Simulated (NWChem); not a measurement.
System: dimethyl sulfide (C2H6S); SMILES CSC

Input file for NWChem:

```
start job
memory heap 200 mb stack 900 mb global 1100 mb
geometry units angstroms noautoz
  C     -1.379092     0.000000    -0.510968
  S      0.000000     0.000000     0.650724
  C      1.379092     0.000000    -0.510968
  H     -1.374213    -0.899006    -1.146955
  H     -2.302295     0.000000     0.085551
  H     -1.374213     0.899006    -1.146955
  H      1.374213    -0.899006    -1.146955
  H      2.302295     0.000000     0.085551
  H      1.374213     0.899006    -1.146955
end
basis spherical
  * library def2-svp
end
dft
  xc xpbe96 cpbe96
  iterations 150
  vectors input atomic output neutral.movecs
end
task dft energy
charge 1
dft
  odft
  mult 2
  vectors input atomic output cation.movecs
end
task dft energy
```

Output (shortened):

```
             Northwest Computational Chemistry Package (NWChem) 7.3.0
             --------------------------------------------------------

 C2V symmetry detected

                             Geometry "geometry" -> ""
                             -------------------------

 Output coordinates in angstroms (scale by  1.889725989 to convert to a.u.)

  No.       Tag          Charge          X              Y              Z
 ---- ---------------- ---------- -------------- -------------- --------------
    1 C                    6.0000    -1.37909200     0.00000000    -0.50694594
    2 S                   16.0000     0.00000000     0.00000000     0.65474606
    3 C                    6.0000     1.37909200     0.00000000    -0.50694594
    4 H                    1.0000    -1.37421300    -0.89900600    -1.14293294
    5 H                    1.0000    -2.30229500     0.00000000     0.08957306
    6 H                    1.0000    -1.37421300     0.89900600    -1.14293294
    7 H                    1.0000     1.37421300    -0.89900600    -1.14293294
    8 H                    1.0000     2.30229500     0.00000000     0.08957306
    9 H                    1.0000     1.37421300     0.89900600    -1.14293294

 Effective nuclear repulsion energy (a.u.)     110.7295169145

      Symmetry information
      --------------------

 Group name             C2v
 Group number             16
 Group order               4
 No. of unique centers     4

  pbe96 is a nonlocal functional; adding pw91lda local functional.

                                 NWChem DFT Module
                                 -----------------

 Summary of "ao basis" -> "ao basis" (spherical)
 ------------------------------------------------------------------------------
       Tag                 Description            Shells   Functions and Types
 ---------------- ------------------------------  ------  ---------------------
 C                          def2-svp                 6       14   3s2p1d
 S                          def2-svp                 8       18   4s3p1d
 H                          def2-svp                 3        5   2s1p

      Symmetry analysis of basis
      --------------------------

        a1         28
        a2         11
        b1         23
        b2         14

            General Information
            -------------------
          SCF calculation type: DFT
          Wavefunction type:  closed shell.
          No. of atoms     :     9
          No. of electrons :    34
           Alpha electrons :    17
            Beta electrons :    17
          Charge           :     0
          Spin multiplicity:     1
          Use of symmetry is: on ; symmetry adaption is: on
          Maximum number of iterations: 150
          AO basis - number of functions:    76
                     number of shells:    38
          Convergence on energy requested:  1.00D-06
          Convergence on density requested:  1.00D-05
          Convergence on gradient requested:  5.00D-04

              XC Information
              --------------
          PerdewBurkeErnzerhof Exchange Functional  1.000
            Perdew 1991 LDA Correlation Functional  1.000 local
           PerdewBurkeErnz. Correlation Functional  1.000 non-local

             Grid Information
             ----------------
          Grid used for XC integration:  medium
          Radial quadrature: Mura-Knowles
          Angular quadrature: Lebedev.
          Tag              B.-S. Rad. Rad. Pts. Rad. Cut. Ang. Pts.
          ---              ---------- --------- --------- ---------
          C                   0.70       49          10.0       434
          S                   1.00       88           8.0       590
          H                   0.35       45          12.0       434
          Grid pruning is: on
          Number of quadrature shells:   227
          Spatial weights used:  Erf1

      Superposition of Atomic Density Guess
      -------------------------------------

 Sum of atomic energies:        -475.59261355

      Non-variational initial energy
      ------------------------------

 Total energy =    -477.176861
 1-e energy   =    -872.685928
 2-e energy   =     284.779551
 HOMO         =      -0.254561
 LUMO         =       0.080603

      Symmetry analysis of molecular orbitals - initial
      -------------------------------------------------

  Numbering of irreducible representations:

     1 a1          2 a2          3 b1          4 b2

  Orbital symmetries:

     1 a1          2 a1          3 b1          4 a1          5 b1
     6 a1          7 b2          8 a1          9 b1         10 a1
    11 b2         12 a1         13 b1         14 a2         15 b1
    16 a1         17 b2         18 b1         19 a1         20 a1
    21 a1         22 b2         23 b1         24 a2         25 b1
    26 a1         27 a2

   convergence    iter        energy       DeltaE   RMS-Dens  Diis-err
 ---------------- ----- ----------------- --------- --------- ---------
 d= 0,ls=0.0,diis     1   -477.5060676986 -5.88D+02  7.82D-03  2.79D-01
 d= 0,ls=0.0,diis     2   -477.5174183296 -1.14D-02  5.43D-03  1.05D-01
 d= 0,ls=0.0,diis     3   -477.5224303967 -5.01D-03  2.48D-03  7.34D-02
 d= 0,ls=0.0,diis     4   -477.5323699984 -9.94D-03  2.47D-04  3.56D-04
 d= 0,ls=0.0,diis     5   -477.5324158077 -4.58D-05  7.34D-05  1.53D-05
  Resetting Diis
 d= 0,ls=0.0,diis     6   -477.5324179774 -2.17D-06  2.43D-05  1.31D-06
 d= 0,ls=0.0,diis     7   -477.5324182058 -2.28D-07  4.96D-06  4.07D-08

         Total DFT energy =     -477.532418205787
      One electron energy =     -875.803358201222
           Coulomb energy =      325.986806675854
    Exchange-Corr. energy =      -38.445383594947
 Nuclear repulsion energy =      110.729516914528

 Numeric. integr. density =       34.000014894971

                  Occupations of the irreducible representations
                  ----------------------------------------------

                     irrep           alpha         beta
                     --------     --------     --------
                     a1                8.0          8.0
                     a2                1.0          1.0
                     b1                5.0          5.0
                     b2                3.0          3.0

                       DFT Final Molecular Orbital Analysis
                       ------------------------------------

 Vector   15  Occ=2.000000D+00  E=-3.225317D-01  Symmetry=b1
              MO Center= -5.1D-15, -3.3D-17, -1.5D-01, r^2= 3.5D+00
   Bfn.  Coefficient  Atom+Function         Bfn.  Coefficient  Atom+Function
  ----- ------------  ---------------      ----- ------------  ---------------
     4      0.334850  1 C  px                36      0.334850  3 C  px
    52     -0.253769  5 H  s                 67      0.253769  8 H  s
    22     -0.243714  2 S  px                25     -0.197658  2 S  px
     7      0.158181  1 C  px                39      0.158181  3 C  px
    19     -0.134351  2 S  px                53     -0.129216  5 H  s

 Vector   16  Occ=2.000000D+00  E=-2.729502D-01  Symmetry=a1
              MO Center=  7.0D-16,  2.5D-18,  4.3D-01, r^2= 2.5D+00
   Bfn.  Coefficient  Atom+Function         Bfn.  Coefficient  Atom+Function
  ----- ------------  ---------------      ----- ------------  ---------------
    27      0.395450  2 S  pz                24      0.358327  2 S  pz
    18      0.343300  2 S  s                 17      0.225763  2 S  s
     6     -0.222380  1 C  pz                38     -0.222380  3 C  pz
    21      0.203097  2 S  pz                16     -0.173996  2 S  s
     4     -0.110009  1 C  px                36      0.110009  3 C  px

 Vector   17  Occ=2.000000D+00  E=-1.773594D-01  Symmetry=b2
              MO Center=  9.6D-16, -6.7D-17,  4.3D-01, r^2= 2.1D+00
   Bfn.  Coefficient  Atom+Function         Bfn.  Coefficient  Atom+Function
  ----- ------------  ---------------      ----- ------------  ---------------
    26      0.657190  2 S  py                23      0.444811  2 S  py
    20      0.253752  2 S  py                47      0.126992  4 H  s
    57     -0.126992  6 H  s                 62      0.126992  7 H  s
    72     -0.126992  9 H  s                 48      0.107431  4 H  s
    58     -0.107431  6 H  s                 63      0.107431  7 H  s

 Vector   18  Occ=0.000000D+00  E= 2.270285D-02  Symmetry=b1
              MO Center= -2.6D-16,  7.1D-17,  1.1D-01, r^2= 4.3D+00
   Bfn.  Coefficient  Atom+Function         Bfn.  Coefficient  Atom+Function
  ----- ------------  ---------------      ----- ------------  ---------------
     3      1.327472  1 C  s                 35     -1.327472  3 C  s
    25      0.991734  2 S  px                48     -0.455274  4 H  s
    58     -0.455274  6 H  s                 63      0.455274  7 H  s
    73      0.455274  9 H  s                 53     -0.397246  5 H  s
    68      0.397246  8 H  s                 22      0.269038  2 S  px

 Vector   19  Occ=0.000000D+00  E= 3.814375D-02  Symmetry=a1
              MO Center=  1.2D-15,  2.5D-16, -9.7D-01, r^2= 6.7D+00
   Bfn.  Coefficient  Atom+Function         Bfn.  Coefficient  Atom+Function
  ----- ------------  ---------------      ----- ------------  ---------------
     3      1.802255  1 C  s                 35      1.802255  3 C  s
    48     -0.851903  4 H  s                 58     -0.851903  6 H  s
    63     -0.851903  7 H  s                 73     -0.851903  9 H  s
    53     -0.682297  5 H  s                 68     -0.682297  8 H  s
    18     -0.407066  2 S  s                 27      0.290565  2 S  pz

 Vector   20  Occ=0.000000D+00  E= 6.877111D-02  Symmetry=a1
              MO Center= -5.0D-16, -3.5D-17, -1.2D-01, r^2= 3.2D+00
   Bfn.  Coefficient  Atom+Function         Bfn.  Coefficient  Atom+Function
  ----- ------------  ---------------      ----- ------------  ---------------
    18      1.315755  2 S  s                 27     -1.062514  2 S  pz
     7     -0.585442  1 C  px                39      0.585442  3 C  px
     9     -0.552022  1 C  pz                41     -0.552022  3 C  pz
     3     -0.534568  1 C  s                 35     -0.534568  3 C  s
    17      0.381416  2 S  s                 16     -0.260671  2 S  s

     Multipole analysis of the density
     ---------------------------------

     L   x y z        total         alpha         beta         nuclear
     -   - - -        -----         -----         ----         -------
     0   0 0 0     -0.000000    -17.000000    -17.000000     34.000000

     1   1 0 0     -0.000000     -0.000000     -0.000000      0.000000
     1   0 1 0     -0.000000     -0.000000     -0.000000      0.000000
     1   0 0 1     -0.571102     -0.285551     -0.285551      0.000000

     2   2 0 0    -17.928081    -82.131054    -82.131054    146.334027
     2   1 1 0      0.000000      0.000000      0.000000      0.000000
     2   1 0 1     -0.000000     -0.000000     -0.000000     -0.000000
     2   0 2 0    -21.038222    -16.291463    -16.291463     11.544705
     2   0 1 1      0.000000      0.000000      0.000000      0.000000
     2   0 0 2    -20.896456    -37.560173    -37.560173     54.223891

                                 NWChem DFT Module
                                 -----------------

      Symmetry analysis of basis
      --------------------------

        a1         28
        a2         11
        b1         23
        b2         14

            General Information
            -------------------
          SCF calculation type: DFT
          Wavefunction type:  spin polarized.
          No. of atoms     :     9
          No. of electrons :    33
           Alpha electrons :    17
            Beta electrons :    16
          Charge           :     1
          Spin multiplicity:     2
          Use of symmetry is: on ; symmetry adaption is: on
          Maximum number of iterations: 150
          AO basis - number of functions:    76
                     number of shells:    38
          Convergence on energy requested:  1.00D-06
          Convergence on density requested:  1.00D-05
          Convergence on gradient requested:  5.00D-04

              XC Information
              --------------
          PerdewBurkeErnzerhof Exchange Functional  1.000
            Perdew 1991 LDA Correlation Functional  1.000 local
           PerdewBurkeErnz. Correlation Functional  1.000 non-local

             Grid Information
             ----------------
          Grid used for XC integration:  medium
          Radial quadrature: Mura-Knowles
          Angular quadrature: Lebedev.
          Tag              B.-S. Rad. Rad. Pts. Rad. Cut. Ang. Pts.
          ---              ---------- --------- --------- ---------
          C                   0.70       49          10.0       434
          S                   1.00       88           8.0       590
          H                   0.35       45          12.0       434
          Grid pruning is: on
          Number of quadrature shells:   227
          Spatial weights used:  Erf1

      Superposition of Atomic Density Guess
      -------------------------------------

 Sum of atomic energies:        -475.59261355

 Renormalizing density from      34.00 to     33

      Non-variational initial energy
      ------------------------------

 Total energy =    -468.015017
 1-e energy   =    -847.018695
 2-e energy   =     268.274162
 HOMO         =      -0.609988
 LUMO         =      -0.251831

   Symmetry analysis of molecular orbitals - initial alpha
   -------------------------------------------------------

  Numbering of irreducible representations:

     1 a1          2 a2          3 b1          4 b2

  Orbital symmetries:

     1 a1          2 a1          3 b1          4 a1          5 b1
     6 a1          7 b2          8 a1          9 b1         10 a1
    11 b2         12 b1         13 a1         14 a2         15 b1
    16 a1         17 b2         18 b1         19 a1         20 a1
    21 a1         22 b2         23 b1         24 a2         25 b1
    26 a1         27 a1

   Symmetry analysis of molecular orbitals - initial beta
   ------------------------------------------------------

  Numbering of irreducible representations:

     1 a1          2 a2          3 b1          4 b2

  Orbital symmetries:

     1 a1          2 a1          3 b1          4 a1          5 b1
     6 a1          7 b2          8 a1          9 b1         10 a1
    11 b2         12 b1         13 a1         14 a2         15 b1
    16 a1         17 b2         18 b1         19 a1         20 a1
    21 a1         22 b2         23 b1         24 a2         25 b1
    26 a1         27 a1

   convergence    iter        energy       DeltaE   RMS-Dens  Diis-err
 ---------------- ----- ----------------- --------- --------- ---------
 d= 0,ls=0.0,diis     1   -477.1626790573 -5.88D+02  7.57D-03  2.00D-01
                                                     7.64D-03  2.10D-01
 d= 0,ls=0.0,diis     2   -477.1744782328 -1.18D-02  5.38D-03  7.90D-02
                                                     5.47D-03  7.10D-02
 d= 0,ls=0.0,diis     3   -477.2061091444 -3.16D-02  1.86D-03  2.06D-02
                                                     2.11D-03  2.14D-02
 d= 0,ls=0.0,diis     4   -477.2192073791 -1.31D-02  4.09D-04  2.51D-03
                                                     4.03D-04  2.33D-03
 d= 0,ls=0.0,diis     5   -477.2205055957 -1.30D-03  5.93D-05  2.82D-05
                                                     5.38D-05  2.72D-05
  Resetting Diis
 d= 0,ls=0.0,diis     6   -477.2205203792 -1.48D-05  2.46D-05  2.29D-06
                                                     2.18D-05  1.72D-06
 d= 0,ls=0.0,diis     7   -477.2205217418 -1.36D-06  5.30D-06  7.98D-08
                                                     4.66D-06  5.09D-08
 d= 0,ls=0.0,diis     8   -477.2205217689 -2.71D-08  2.69D-06  4.51D-08
                                                     2.37D-06  3.86D-08

[...]
```

Level: PBE/def2-SVP, vertical spin-unrestricted ions. The geometry was optimised at PBE0/def2-SVP.
